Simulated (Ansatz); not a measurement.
The first iterations of a band of CH4BCl (7 atoms, charge 0, multiplicity 1).

The calculation used RKS BLYP-D4/def2-SVP (Ansatz).

| Item | Value |
| --- | --- |
| movable images | 5 |
| climbing image | yes |
| spring | 5.0 eV/Å² |
| optimiser | lbfgs |
| start path | through a guess of the saddle point |
| force threshold | 0.03 eV/Å |
| iteration limit | 60 |
| end points | relaxed |

Image 0:

```xyz
7
Properties=species:S:1:pos:R:3
B 0.222 -0.064 -0.033
Cl 0.581 0.567 1.585
H 1.155 -0.570 -0.618
C -1.209 0.024 -0.654
H -1.568 -1.011 -0.866
H -1.964 0.543 -0.034
H -1.155 0.511 -1.654
```

Image 6:

```xyz
7
Properties=species:S:1:pos:R:3
B 0.217 0.095 -0.028
Cl 0.617 -0.594 1.556
H 1.116 0.686 -0.587
C -1.207 -0.045 -0.655
H -1.930 -0.642 -0.067
H -1.629 0.975 -0.814
H -1.122 -0.475 -1.679
```

| iteration | highest image above the first end (eV) | largest band force component (eV/Å) |
| --- | --- | --- |
| 1 | 2.906 | 4.999 |
| 2 | 2.227 | 3.139 |
| 3 | 1.442 | 4.893 |
| 4 | 0.954 | 1.903 |
| 5 | 0.809 | 1.738 |
| 6 | 0.526 | 2.578 |
| 7 | 0.315 | 1.358 |
| 8 | 0.288 | 2.285 |
| 9 | 0.175 | 0.606 |
| 10 | 0.157 | 0.554 |
| 11 | 0.134 | 1.247 |
| 12 | 0.097 | 0.400 |

Problem. Does the band converge within its limit, and where does its top end?

Solution. It converged. It ended after 36 iterations with the highest image 0.026 eV above the first end. Another band between the same ends (5 images) ends at a top of the same energy, where a vibrational analysis finds 1 clearly imaginary mode.

Run time: 4.2 min on 1 thread of Arm Neoverse V1, on a shared host, peak memory 0.11 GiB.
